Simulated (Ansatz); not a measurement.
Basis-set extrapolation for C$_{2}$H$_{3}$ClF$_{2}$ (`FCC(F)Cl`) (PBE0-D4/def2-TZVP geometry, frozen core, Ansatz). Multiplicity 1, RHF reference.

```csv
,def2-TZVPP,def2-QZVPP
HF,-735.979644,-736.004546
MP2 correlation,-1.020830,-1.111335
CCSD(T) correlation,-1.090990,not run
```

Energies in hartree. Use E(X) = E(∞) + A·exp(−7.88·√X) for Hartree–Fock and E(X) = E(∞) + B·X^(−2.97) for correlation, with X = 3 and 4, and add CCSD(T) minus MP2 of the smaller set to the MP2 limit.

What is the CCSD(T) energy at the basis-set limit?

HF limit: -736.004546 + (-0.024902) × 0.13774 = -736.00798. MP2 limit: -1.111335 + (-0.090505) × 0.74074 = -1.17838. Higher-order term: -1.090990 − (-1.020830) = -0.07016. Total: -737.25652 hartree, 116.6 kcal/mol below CCSD(T)/def2-TZVPP.
